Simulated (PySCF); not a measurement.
B3LYP has the VWN-RPA correlation part, as in Gaussian. Excitations are Tamm–Dancoff values on a coarser integration grid. The basis has no diffuse functions, so Rydberg states are missing or too high.

Species: C3H6, SMILES `C=CC` (charge 0, multiplicity 1).

### Question
Give the HOMO–LUMO gap, brightest of the four lowest singlets (TDA) and HOMO at the level B3LYP-D3(BJ)/def2-TZVP (PySCF).

### Answer

* **HOMO–LUMO gap**: 7.34 eV
* **brightest of the four lowest singlets (TDA)**: 7.97 eV
* **HOMO**: -7.15 eV
